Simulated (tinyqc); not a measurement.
Extended Hueckel theory, for H3O+, step by step. The parameters take no account of the charge, which enters only through the electron count. Computed by tinyqc, a small Python program that keeps every step (integrals from PySCF). Settings: charge = 1, K = 1.75, multiplicity = 1. Command: `OMP_NUM_THREADS=1 python tinyqc.py 31677 31678 out.jsonl` (the two numbers bound the seeds that draw the settings). One thread of a shared host (Intel(R) Xeon(R) Processor @ 2.60GHz), about 0.01 s of CPU time with the checks.

## Overlaps

Geometry (angstrom):
```
atom          x          y         z
O      0.000000   0.000000  0.098000
H      0.972000   0.000000  0.000000
H     -0.486000   0.842000  0.000000
H     -0.486000  -0.842000  0.000000
```

Parameters chosen for this run:
```
element  shell  Slater exponent   H_ii (eV)
H           1s         1.300000  -13.600000
O           2s         2.275000  -32.300000
O           2p         2.275000  -14.800000
```

Slater orbitals, each expanded in six Gaussians scaled to its exponent.

overlap S, lower triangle:
```
           1O 2s     1O 2px     1O 2py     1O 2pz     2H 1s     3H 1s     4H 1s
1O 2s   1.000000
1O 2px  0.000000   1.000000
1O 2py  0.000000   0.000000   1.000000
1O 2pz  0.000000   0.000000   0.000000   1.000000
2H 1s   0.448289   0.383803   0.000000  -0.038696  1.000000
3H 1s   0.448163  -0.191827   0.332342  -0.038681  0.173249  1.000000
4H 1s   0.448163  -0.191827  -0.332342  -0.038681  0.173249  0.173156  1.000000
```

## Wolfsberg-Helmholz matrix

diagonal H_ii (eV): 1O 2s -32.300000, 1O 2px -14.800000, 1O 2py -14.800000, 1O 2pz -14.800000, 2H 1s -13.600000, 3H 1s -13.600000, 4H 1s -13.600000

K = 1.750000

H_ij = K' S_ij (H_ii + H_jj)/2 for i != j (the diagonal keeps H_ii), with K' = 1.75.

H (eV), lower triangle:
```
             1O 2s      1O 2px      1O 2py      1O 2pz       2H 1s       3H 1s       4H 1s
1O 2s   -32.300000
1O 2px    0.000000  -14.800000
1O 2py    0.000000    0.000000  -14.800000
1O 2pz    0.000000    0.000000    0.000000  -14.800000
2H 1s   -18.004408   -9.537495    0.000000    0.961599  -13.600000
3H 1s   -17.999357    4.766895   -8.258694    0.961226   -4.123332  -13.600000
4H 1s   -17.999357    4.766895    8.258694    0.961226   -4.123332   -4.121115  -13.600000
```

## Orbitals

valence electrons = 8

Solve H C = S C e through S^(-1/2); fill by pairs from the bottom, a degenerate level sharing its electrons equally; each orbital has its largest coefficient positive (the first on a tie).

orbital energies (eV): -33.465325  -17.351483  -17.351270  -14.822291  -0.368599  -0.364679  11.000418

occupations: 2.000000  2.000000  2.000000  2.000000  0.000000  0.000000  0.000000

coefficients:
```
              MO1        MO2        MO3        MO4        MO5        MO6        MO7
1O 2s    0.840518   0.000000  -0.000036   0.037240   0.000000   0.000458   1.052304
1O 2px  -0.000014   0.000000   0.687831   0.000012   0.000000  -0.944202   0.000667
1O 2py   0.000000   0.687793   0.000000   0.000000   0.944193   0.000000   0.000000
1O 2pz   0.005827   0.000000  -0.000011   0.997312   0.000000  -0.000047  -0.106813
2H 1s    0.108794   0.000000   0.406524  -0.019097   0.000000   0.966672  -0.663000
3H 1s    0.108756   0.352095  -0.203292  -0.019105  -0.837371  -0.483882  -0.662007
4H 1s    0.108756  -0.352095  -0.203292  -0.019105   0.837371  -0.483882  -0.662007
```

sum of one-electron energies = -165.980738 eV

Within a degenerate level the vectors are fixed only up to a rotation; this is one choice.

## Mulliken analysis

P = C n C^T; charge = valence electrons (H 1, O 6) minus the sum of (P S)_ii on the atom; overlap population = 2 sum P_ij S_ij between two atoms.

charges: 1O -0.189463, 2H 0.396498, 3H 0.396483, 4H 0.396483

Overlap populations:
```
pair      value
2-1    0.594793
3-1    0.594682
3-2   -0.048819
4-1    0.594682
4-2   -0.048819
4-3   -0.048796
```
